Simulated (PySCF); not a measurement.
propene (C₃H₆), SMILES C=CC. Atoms are numbered in the order given.

```xyz
9

C     -0.1625     1.2306     0.0000
C      0.4564    -0.1356     0.0000
C     -0.2221    -1.2749     0.0000
H      0.1523     1.8006     0.8796
H      0.1523     1.8006    -0.8796
H     -1.2529     1.1705     0.0000
H      1.5446    -0.1709     0.0000
H     -1.3086    -1.2858     0.0000
H      0.2812    -2.2356     0.0000
```
Charge 0, spin multiplicity 1.

Geometry: ωB97X-D3(BJ)/def2-TZVP.

Two levels are set side by side: PBE/pcSseg-1 (PySCF) and KT2/pcSseg-1 (PySCF). GIAO shifts against TMS (¹H), TMS (¹³C) at the same level; non-relativistic, no solvent, atoms listed together averaged. Differences are taken from unrounded values.

| quantity | KT2 |
|---|---|
| δ(¹³C) of C1 (ppm) | 24.1 |
| δ(¹³C) of C2 (ppm) | 134.0 |
| δ(¹³C) of C3 (ppm) | 113.9 |
| δ(¹H) of H7 (ppm) | 5.95 |

**Question.** What does PBE give, and how far is it from KT2? (Estimate from the structure and the level; the computed values follow.)

**Answer.** 
| quantity | PBE | PBE minus KT2 |
|---|---|---|
| δ(¹³C) of C1 (ppm) | 24.6 | 0.5 |
| δ(¹³C) of C2 (ppm) | 142.7 | 8.7 |
| δ(¹³C) of C3 (ppm) | 121.5 | 7.6 |
| δ(¹H) of H7 (ppm) | 6.15 | 0.20 |

Rough cost on one machine, each run with all the roots and properties that it gave: KT2 against PBE within a factor of 2.
